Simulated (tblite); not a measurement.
C5H8N (doublet state).
SMILES with atom numbers: `[CH3:1][N:2]1[CH:3]=[CH:4][CH:5][CH2:6]1` (hydrogens: H7, H8, H9 on C1; H10 on C3; H11 on C4; H12 on C5; H13, H14 on C6)

The geometry is computed with GFN2-xTB (gas phase). This method treats the open shell by occupation alone, without spin polarisation.

Problem. What internal coordinates does the optimisation give?

Solution. 
| bond | length (bohr) |
| --- | --- |
| C1–N2 | 2.702 |
| N2–C3 | 2.598 |
| C3=C4 | 2.617 |
| C4–C5 | 2.597 |
| C5–C6 | 2.825 |
| N2–C6 | 2.732 |
| C1–H7 | 2.078 |
| C1–H8, C1–H9 | 2.061 |
| C3–H10 | 2.026 |
| C4–H11 | 2.029 |
| C5–H12 | 2.023 |
| C6–H13, C6–H14 | 2.087 |

Bonds in one row agree within 0.02 bohr and their mean is given. A selection of angles:
| angle | degrees |
| --- | --- |
| N2–C1–H7 | 112.2 |
| N2–C1–H8 | 109.5 |
| H7–C1–H8 | 108.2 |
| H8–C1–H9 | 108.8 |
| C1–N2–C3 | 124.7 |
| C1–N2–C6 | 120.7 |
| C3–N2–C6 | 109.4 |
| N2–C3–C4 | 109.7 |
| N2–C3–H10 | 120.7 |
| C4–C3–H10 | 129.5 |
| C3–C4–C5 | 109.2 |
| C3–C4–H11 | 124.8 |
| C5–C4–H11 | 126.0 |
| C4–C5–C6 | 108.3 |
| C4–C5–H12 | 128.3 |
| C6–C5–H12 | 123.4 |
| C5–C6–H13 | 112.6 |
| N2–C6–C5 | 103.1 |
| N2–C6–H13 | 111.2 |
| N2–C6–H14 | 110.2 |
| H13–C6–H14 | 106.6 |

Torsions: C1–N2–C3–C4 160° (antiperiplanar); N2–C3–C4–C5 -3° (synperiplanar); C3–C4–C5–C6 -1° (synperiplanar); C4–C5–C6–N2 4° (synperiplanar); C1–N2–C6–C5 -161° (antiperiplanar). The mirror-image conformer, all signs reversed, is as good.

C5 (carbon bonded to 2 C and H) is planar (angles 128.3°, 123.4° and 108.3°, sum 360.0°, 0.01 Å off the plane of its three neighbours). The 5-membered ring N2–C3–C4–C5–C6 has internal angles of 103.1° to 109.7° (sum 540°, against 540° for a flat polygon); it is almost planar, 0.02 Å rms from its mean plane, widest ring torsion 6°. C3 (carbon bonded to C, N and H) is planar (angles 129.5°, 120.7° and 109.7°, sum 359.9°, 0.02 Å off the plane of its three neighbours). C4 (carbon bonded to 2 C and H) is planar (angles 126.0°, 124.8° and 109.2°, sum 360.0°, 0.00 Å off the plane of its three neighbours). N2 (nitrogen bonded to 3 C) has angles 124.7°, 120.7° and 109.4°, sum 354.8°, 0.19 Å off the plane of its three neighbours. The C–C distances run from 1.374 Å (C4–C5, drawn single in a drawing that doesn't fit all lengths) to 1.495 Å (C5–C6, drawn single in a drawing that doesn't fit all lengths), a spread of 0.121 Å. The 3 C–N bonds span 1.375 Å (N2–C3, drawn single in a drawing that doesn't fit all lengths) to 1.446 Å (N2–C6, drawn single in a drawing that doesn't fit all lengths), a spread of 0.071 Å.

Its GFN2-xTB frequencies are all real (lowest 113 cm⁻¹).
